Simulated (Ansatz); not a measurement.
Reaction (SMILES): C[S-] -> [CH2-]S

Quantity: isomerisation energy (enthalpy at 298 K), in kcal/mol. Conventions: no spin-orbit coupling; non-relativistic; 6-31G* and kin with 6d, 5d where marked; LANL2DZ with its own core potentials from Na on; frozen cores in correlated levels; 6-311+G** with 5d, 6d on Na to Ar in Ansatz (a first-principles code). Ab initio and DFT rows: single points at B3LYP-D3(BJ) geometries (Ansatz), with unscaled harmonic terms from B3LYP/6-31G* at its own minima. Sets without +, aug- or the D of def2-TZVPD hold no diffuse functions, which anions need.

```
level          program  isomerisation energy (enthalpy at 298 K) (kcal/mol)
-------------  -------  ---------------------------------------------------
MP2/STO-3G      Ansatz                                                 42.9
MP2/3-21G       Ansatz                                                 67.3
MP2/LANL2DZ     Ansatz                                                 52.0
MP2/6-31G*      Ansatz                                                 51.0
MP2/6-311+G**   Ansatz                                                 38.2
```

No value to compare with is used here. The 5 habitual levels span 38.2 (MP2/6-311+G**) to 67.3 kcal/mol (MP2/3-21G).

The sets are all those run for this method; runs whose electronic state is in doubt are left out.
